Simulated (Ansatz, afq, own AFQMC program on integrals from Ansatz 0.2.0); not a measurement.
**SiH3O, doublet: a scan with AFQMC**

```xyz
5

Si   -0.0866   -0.0323    0.5791
O     0.0885    0.0997   -1.0586
H     0.6425   -1.2281    1.1084
H     0.4860    1.2186    1.1449
H    -0.1194   -0.6729   -1.5864
```

The Si1–O2 distance is changed with both sides rigid. Energies in eV count from this geometry (1.652 Å) at the same level; the start stands on UHF, each point on the determinant named.

Basis cc-pVDZ. Only valence electrons are correlated. AFQMC by an in-house program on the Cholesky factors that Ansatz 0.2.0 writes for its CCSD(T) run. The CISD trial takes its coefficients from CCSD amplitudes. Released means that phaseless walkers are propagated on without the constraint, phases kept. Uncertainties: one standard error, sampling alone.

Cautions, each for one point or more: higher spins were not checked; strong correlation; unrestricted determinant spin contaminated; walk and cluster series may follow different spin states.

```tsv
r(Si1–O2) / Å	det.	T1	weight	⟨S²⟩	CCSD(T)	ph-AFQMC/CISD	released AFQMC	B3LYP	r2SCAN
1.328	UHF	0.012	0.90	0.75	3.859	3.851 ± 0.018	3.900 ± 0.030	3.735	3.723
1.977	UHF	0.021	0.88	0.75	0.680	0.663 ± 0.021	0.726 ± 0.037*	0.682	0.704
2.585	UHF¶	0.067	0.76	1.20	3.145	3.127 ± 0.027	3.144 ± 0.048*	3.016	3.099
```

Weight is that of the determinant in the CISD state; at the start T1 is 0.015 and the weight 0.90, and ⟨S²⟩ is 0.75. ¶ marks points with a poor determinant and no full CI, where no value is sure; they don't count among the departures. An asterisk marks released energies that aren't shown to be converged. Symmetry can't show for every point that it stays on the start's state. Largest departures from phaseless AFQMC with a CISD trial: CCSD(T) 0.017 eV at 1.977 (on UHF) (within the noise). The walk's constraint bias lies outside its error bars, so these are departures and not errors. The functionals aren't scored here. In this small basis the wave-function levels are far from their limit, so their gap to the functionals isn't the functionals' error.

Some points may be missing: those where a free walk finds a much lower state, and past Zn most of those on another determinant than at the start.
